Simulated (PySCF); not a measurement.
# C5H10: calculation and literature

Numbering as in the mapped SMILES `[CH3:1][CH2:2][CH:3]1[CH2:4][CH2:5]1` (H(Xn): hydrogen on atom n). Ha(C4), Ha(C5) are cis to C2 on the ring; Hb(C4), Hb(C5) are trans to C2 on the ring.

[PySCF: structure optimised with GFN2-xTB; shielding tensors at PBE0/pcSseg-1 (GIAO); averaged over atoms made equivalent by symmetry, fast rotation or ring inversion; non-relativistic; a single conformation; no solvent model]

Reference values: measured (solution, not stated per compound (mostly CDCl3 or CCl4); Pretsch, Buehlmann, Badertscher, Structure Determination of Organic Compounds, 4th ed. (2009)).
```csv
atoms,quantity,reference,computed,"computed, scaled"
C3,δ $^{13}$C,12.8,16.0,13.4
C4/C5,δ $^{13}$C,4.1,6.3,4.0
```

Computed shifts are σ(ref) − σ with the named reference compound (TMS for H and C) calculated as an isolated molecule at the same level. The measured values may be among those fitted. Expected solution values come from regression of measured δ (H and C: mostly CDCl3, vs TMS) on computed σ: $^{13}$C: δ = 179.97 − 0.974σ (rms 2.1 ppm, 958 shifts, 2.3 ppm with the 13 outliers that the fit left out). A few per cent of atoms miss by over 2 rms, more outside the fitted compound classes.

How far are the unscaled $^{13}$C shifts from the references?

## Answers

Mean signed difference +2.70 ppm, mean absolute 2.70 ppm over 2 comparisons; the largest is +3.2 ppm at C3 (three-membered-ring carbon).
